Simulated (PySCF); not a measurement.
**Two-dimensional NMR puzzle**

Compound of formula C2H5NO. Correlations simulated from computed shifts and couplings:

HSQC (one-bond C–H):
```
  δH     δC  1J(C,H) (Hz)
7.52  157.7           165
1.83   17.7           135
```

COSY cross peaks (|J| ≥ 2 Hz):
```
  δH    δH  abs. J (Hz)  bonds
7.52  1.83          6.9      3
```

HMBC (two and three bonds, |J| ≥ 2.5 Hz):
```
  δH  δC [abs. J in Hz]
7.52        17.7 [10.6]
1.83        157.7 [7.4]
```

[PySCF 2.14: J: B3LYP/pcJ-1; coordinates at the PBE0-D3(BJ)/def2-SVP level; shieldings: GIAO CAM-B3LYP/pcSseg-2; a single conformation; no relativistic terms; no solvent model; fast rotation and ring inversion assumed for equivalent nuclei]

Chemical shifts δ = σref − σ; 1H and 13C against TMS, all at this level.

Exchangeable hydrogens are left out of these lists, and C,H couplings along chains are those of one rotamer, so weak HMBC peaks may be missing or extra.

Q: Work out the connectivity.

A: (E)-acetaldoxime (SMILES N(=C\C)/O).

Numbering as in the mapped SMILES `[CH3:1]/[CH:2]=[N:3]/[OH:4]`. Hydrogens are named by the atom that carries them.

δC 157.7 is C2, a C=N carbon (δH 7.52). δC 17.7 is C1, a methyl carbon (δH 1.83). COSY links 7.52–1.83.

OH/NH shifts are gas-phase values; hydrogen bonding in solution moves them, usually downfield. Unscaled 3J(H,H) at this level run about 10 % above measured values. Shifts are as computed, not scaled to solution data. Of 1211 compounds with measured shifts, 218 miss one by over three times the rms of a fit or turn the order of signals round; such compounds aren't used in these exercises.
